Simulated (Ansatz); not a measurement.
Total energies of the cluster C₂H₄ (the lowest singlet isomer of a short search) from Ansatz at r2SCAN-D4/def2-TZVPD, gas phase (1 Eh = 27.2114 eV = 2625.5 kJ/mol). The reference geometry is relaxed at r2SCAN-D4/def2-TZVP.

```xyz
6

C    -0.034   -0.288    0.596
C     0.034    0.288   -0.596
H    -0.499   -0.112   -1.452
H     0.499    0.112    1.452
H     0.625    1.182   -0.764
H    -0.625   -1.182    0.764
```

| state | geometry | energy (Eh) |
| --- | --- | --- |
| charge 0 singlet | reference | -78.56154 |
| charge -1 doublet | reference | -78.49933 |
| free C atom (triplet) | – | -37.83299 |
| free H atom (doublet) | – | -0.49993 |

Question: Work out the vertical electron affinity, to the doublet.

Answer: E(charge 0 singlet) − E(charge -1 doublet) = -78.56154 − (-78.49933) = -0.06221 Eh = -1.69 eV; negative, so the extra electron isn't bound.

Question: What is the binding energy per atom against free atoms?

Answer: Atoms: 2 × (-37.83299) + 4 × (-0.49993) = -77.66570 Eh. Binding: -77.66570 − (-78.56154) = 0.89584 Eh = 24.38 eV, or 4.06 eV for each of 6 atoms (no zero-point energy, no counterpoise term).

At r2SCAN-D4/def2-TZVPD the highest occupied level of the charge -1 doublet lies above zero (up to 3.11 eV). By energy differences it is unbound by 1.69 eV (vertical, to the charge 0 singlet, at r2SCAN-D4/def2-TZVPD) and held by the finite basis. 

The structure comes from a short search, and lower isomers may exist.
